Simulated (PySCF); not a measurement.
One molecule, one basis, several functionals.

HCl.
InChI=1S/ClH/h1H

PySCF, pcSseg-1 basis, density fitting, gas phase, PBE0-D3(BJ)/def2-SVP geometry. One functional is left out:

| functional | exact exchange (%) | HOMO energy (eV) | LUMO energy (eV) |
| --- | --- | --- | --- |
| PBE | 0 | -7.88 | -0.64 |
| B3LYP | 20 | -9.09 | -0.05 |
| PBE0 | 25 | -9.40 | 0.31 |
| mPW1PW91 | 25 | -9.44 | 0.26 |

Question: Predict the row of B97-2 (21 % exact exchange) by straight lines through the other rows, and check it.

Answer: 
```
        property   line  computed  computed − line  B3LYP (20 %), for comparison
HOMO energy (eV)  -9.17     -9.14            +0.03                         -9.09
LUMO energy (eV)   0.10      0.25            +0.15                         -0.05
```

Question: Which of these properties follows the share of exact exchange most closely, and which least?

Answer: Most closely the HOMO energy, least the LUMO energy; the correlations over the tabulated rows are HOMO energy -1.000, LUMO energy 0.984. The HOMO energy moves by -0.615 eV for every 10 %. Functionals with the same share still differ in their other parts: at 25 % PBE0 and mPW1PW91 differ by 0.04 eV in it.
